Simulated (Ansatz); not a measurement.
Geometry optimisation, Ansatz, RKS BHLYP/def2-SVP.

The input (input.yaml):

```yaml
crystal:
  periodic: [false, false, false]
  atoms:
    - { symbol: Al, position_ang: [0.0, 0.0, 0.0] }
    - { symbol: H, position_ang: [0.0, 0.0, 1.56] }
    - { symbol: "N", position_ang: [1.6627, 0.0, -0.96] }
    - { symbol: H, position_ang: [2.1293, -0.9179, -1.2118] }
    - { symbol: H, position_ang: [2.1141, 0.9179, -1.2382] }
    - { symbol: "N", position_ang: [-1.6627, 0.0, -0.96] }
    - { symbol: H, position_ang: [-2.3316, -0.8164, -0.8614] }
    - { symbol: H, position_ang: [-1.9118, 0.8164, -1.5886] }
basis:
  gaussian: { orbitals: def2-SVP }
hamiltonian:
  xc: { name: BHLYP }
relax:
  f_tol: 0.02
  max_steps: 40
```

Command:

```bash
$ ansatz run input.yaml --threads 1 --pin off --max-ram 2048MiB --backend cpu --events-out ev --progress --plain --runs-dir out
```

Task: Where does it end, and by what steps?

Result: The run converged. After 10 steps the energy has fallen by 1.448 eV; H4 moved furthest, 1.29 Å.

```tsv
step	energy less start (eV)	largest force component (eV/Å)	accepted
0	0.0000	2.656	yes
1	-0.7445	1.172	yes
2	-1.0078	0.712	yes
3	-1.1224	0.560	yes
4	-1.2095	0.647	yes
5	-1.2975	0.413	yes
6	-1.3646	0.368	yes
7	-1.4228	0.252	yes
8	-1.4441	0.097	yes
9	-1.4475	0.026	yes
10	-1.4477	0.004	yes
```

```xyz
8
Properties=species:S:1:pos:R:3
Al -0.003 0.037 -0.062
H -0.011 0.135 1.506
N 1.532 0.105 -0.935
H 1.660 0.048 -1.932
H 2.427 0.211 -0.486
N -1.530 -0.140 -0.934
H -2.429 -0.189 -0.485
H -1.647 -0.207 -1.932
```

Whether the end is a true minimum wasn't checked by a vibrational analysis.

The run took 25 s on 1 thread of Arm Neoverse V1 (shared host), peak memory 0.13 GiB.
